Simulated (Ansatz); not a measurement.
# C3H8S: a ladder of functionals and wavefunction methods

An exercise on one series of results from a longer session: the logs are not shown, and one member is left open.

Method: functionals in def2-TZVPP, the program's frozen cores in correlated methods; program: Ansatz 0.2.0, Gaussian basis.

Plan: LDA (SPW92), PBE-D4, revPBE-D4, BLYP-D4, r2SCAN-D4, B97M-V, PBE0-D4, B3LYP-D4, r2SCANh-D4, r2SCAN0-D4, HSE06-D4, BHLYP-D4, CAM-B3LYP-D4, LC-ωPBE, ωB97X-V, ωB97M-V, B2PLYP, PBE-QIDH; CCSD(T)/def2-SVP; CCSD(T)/def2-TZVPP; MP2/def2-QZVPP; extrapolation to the limit; RPA on PBE.

## The geometry

An earlier PBE0-D4 in a triple-zeta def2 set relaxation fixed the geometry.

12 atoms, charge 0, spin multiplicity 1.

Atoms are counted from 1 here; the program's logs count them from 0.

Bond lengths: C1–C2 1.516 Å, C1–H5 1.092 Å, C1–H6 1.094 Å, C1–H7 1.091 Å, C2–S3 1.805 Å, C2–H8 1.094 Å, C2–H9 1.093 Å, S3–C4 1.797 Å, C4–H10 1.092 Å, C4–H11 1.091 Å, C4–H12 1.090 Å. Angles: C2–C1–H5 111.5°, C2–C1–H6 110.5°, C2–C1–H7 110.8°, H5–C1–H6 107.5°, H5–C1–H7 108.0°, H6–C1–H7 108.4°, C1–C2–S3 114.8°, C1–C2–H8 111.2°, C1–C2–H9 110.6°, S3–C2–H8 108.5°, S3–C2–H9 104.3°, H8–C2–H9 106.8°, C2–S3–C4 100.6°, S3–C4–H10 111.0°, S3–C4–H11 112.1°, S3–C4–H12 106.8°, H10–C4–H11 109.8°, H10–C4–H12 108.6° and more.

Set-up of the first run:

in.yaml

```yaml
crystal:
  periodic: [false, false, false]
  atoms:
    - {symbol: C, position_ang: [-0.708802, 1.334814, 0.197204]}
    - {symbol: C, position_ang: [-0.429883, 0.086573, 1.010772]}
    - {symbol: S, position_ang: [1.197611, -0.646037, 0.741789]}
    - {symbol: C, position_ang: [1.014578, -1.252792, -0.939319]}
    - {symbol: H, position_ang: [-0.701854, 1.124887, -0.874285]}
    - {symbol: H, position_ang: [-1.693086, 1.742437, 0.445488]}
    - {symbol: H, position_ang: [0.041981, 2.102031, 0.394684]}
    - {symbol: H, position_ang: [-1.189580, -0.680599, 0.833032]}
    - {symbol: H, position_ang: [-0.451685, 0.312019, 2.080025]}
    - {symbol: H, position_ang: [0.174109, -1.945991, -1.016393]}
    - {symbol: H, position_ang: [0.891779, -0.441492, -1.657831]}
    - {symbol: H, position_ang: [1.931829, -1.790749, -1.181065]}
basis:
  gaussian: {orbitals: def2-TZVPP}
hamiltonian: {xc: lda}
output: {orbitals: {seedname: orbitals}}
```

On the command line:

```
$ ansatz run in.yaml --threads 4 --pin off --events-out ev --progress --plain --max-ram 10444MiB
```

Among the steps run: LDA; PBE-D4 (GGA); revPBE-D4 (GGA); BLYP-D4 (GGA); r2SCAN-D4 (meta-GGA); B97M-V (meta-GGA); PBE0-D4 (hybrid); B3LYP-D4 (hybrid); r2SCANh-D4 (hybrid); r2SCAN0-D4 (hybrid); HSE06-D4 (hybrid); BHLYP-D4 (hybrid); CAM-B3LYP-D4 (range-separated); LC-ωPBE (range-separated); ωB97X-V (range-separated); ωB97M-V (range-separated); B2PLYP (double hybrid); PBE-QIDH (double hybrid).

One table of the session follows, with a row left open; its other results are not shown here.

It belongs to the step «Frontier levels by functional». 

```
  functional  HOMO (eV)  LUMO (eV)  gap (eV)
 LDA (SPW92)      -5.10      -0.03      5.06
      PBE-D4      -5.00       0.13      5.13
   revPBE-D4      -4.96       0.21      5.17
     BLYP-D4      -4.87       0.20      5.06
   r2SCAN-D4      -5.23       0.52      5.75
      B97M-V      -5.34       0.37      5.71
     PBE0-D4      -6.22       1.09      7.31
    B3LYP-D4      -6.00       0.78      6.79
  r2SCANh-D4      -5.68       0.87      6.55
  r2SCAN0-D4      -6.37       1.37      7.74
    HSE06-D4      -5.82       0.71      6.53
    BHLYP-D4          ?          ?         ?
CAM-B3LYP-D4      -7.57       1.98      9.55
     LC-ωPBE      -8.96       3.29     12.25
     ωB97X-V      -8.61       3.07     11.68
     ωB97M-V      -8.45       2.68     11.13
```

Q: Estimate the row for BHLYP-D4 from the others.

Worked estimate for «HOMO (eV)». Against the share of exact exchange, BLYP-D4 (0, -4.87), B3LYP-D4 (0.2, -6.00) give a slope of -5.65 per unit share; at 0.5 the line stands at -7.69.

The run gave: HOMO (eV): -7.33; LUMO (eV): 1.81; gap (eV): 9.14. In «HOMO (eV)» the line misses by -0.36.
